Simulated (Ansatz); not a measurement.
A made-up structure of Al2H5S (charge +1), singlet:

Al1  (0.733, 0.375, -0.510)
S2  (-1.452, 1.075, -0.881)
Al3  (1.059, -1.484, 0.847)
H4  (-2.190, -0.001, -1.265)
H5  (-1.556, 2.412, -0.652)
H6  (1.338, 1.513, 0.296)
H7  (2.135, -1.168, 1.931)
H8  (0.126, -2.630, 0.347)
(Å)

It is relaxed with PBE-D4/def2-SVP and then PBE0-D4/def2-TZVP (Ansatz 0.2.0). Atoms count as bonded within 1.22 times the sum of their covalent radii (H–H: 0.88 Å). The end point is not checked to be a true minimum.

Question: Does its bonding change? (Judge from chemistry; the calculation decides.)

Answer: Computed: No: no bond forms or breaks.

Where it ends: The first stage lowers the energy by 2.37 eV in 13 steps. It ends as Al₂H₅S ([AlH2][AlH][SH2]), total charge +1:
```tsv
atom	x (Å)	y (Å)	z (Å)
Al1	0.7090	0.7912	0.1174
S2	-1.6577	1.2809	-0.3801
Al3	1.0930	-1.6966	0.8993
H4	-2.0477	0.1481	-0.9969
H5	-1.5030	1.9861	-1.5185
H6	1.2612	2.2356	-0.1863
H7	2.3015	-1.9474	1.8701
H8	0.0366	-2.7063	0.3099
```

Labels in which every atom is bracketed show which atoms are joined, not bond orders.

For scale, one of the runs: PBE0-D4/def2-TZVP relaxation, 141 basis functions, launched by `ansatz run in.yaml --threads 2 --pin off --events-out ev --progress --plain --max-ram 4352MiB`. Hardware: 2 CPU threads of an Intel Xeon 6975P-C, shared host. Wall time about 35 s.
